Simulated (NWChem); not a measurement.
**Polarisability of phosphine (H3P)**

```
P
H 1 1.4287
H 1 1.4287 2 92.92
H 1 1.4287 2 92.92 3 -93.08
```
Charge 0, spin multiplicity 1.

Program: NWChem. All single points use one geometry, from PBE0/def2-SVP, a minimum by its harmonic frequencies.

Basis set: Sadlej pVTZ. Static limit.

The correlated methods keep 5 core orbitals frozen. B3LYP has NWChem's definition, with VWN1-RPA local correlation. Coupled-cluster values serve here as a point of comparison, not as the truth.

Problem. For the isotropic polarisability, PBE0 gives 31.16 bohr³ and CCSD linear response gives 30.84 bohr³. What do B3LYP, HF, PBE give?

Solution. B3LYP: 31.52 bohr³; HF: 30.16 bohr³; PBE: 32.08 bohr³.
